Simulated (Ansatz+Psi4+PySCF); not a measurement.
Values are calculated unless marked as measured or tabulated.
Input for Psi4 1.11:

```
molecule {
0 1
Na 0.000000 0.000000 1.576260
Na 0.000000 0.000000 -1.576260
}

set basis cc-pCVTZ
set reference uhf
set scf_type pk
set mp2_type conv
set cc_type conv
set num_frozen_docc 2
energy('mp2')
```

The input is written out from the run's settings.

Output:

| Item | Value |
| --- | --- |
| Converged | yes |
| Reference energy | -323.71538 hartree |
| Correlation energy | -0.55145 hartree |
| Total energy | -324.26683 hartree |
| Spin squared of the determinant | 0.000 |
| Occupied orbitals by symmetry in an Abelian subgroup (alpha; beta) | 4 Ag 1 B2g 1 B3g 3 B1u 1 B2u 1 B3u; 4 Ag 1 B2g 1 B3g 3 B1u 1 B2u 1 B3u |

The reference isn't the lowest determinant (another lies 0.07 eV lower), but the same method gives a higher total on the lower determinant.
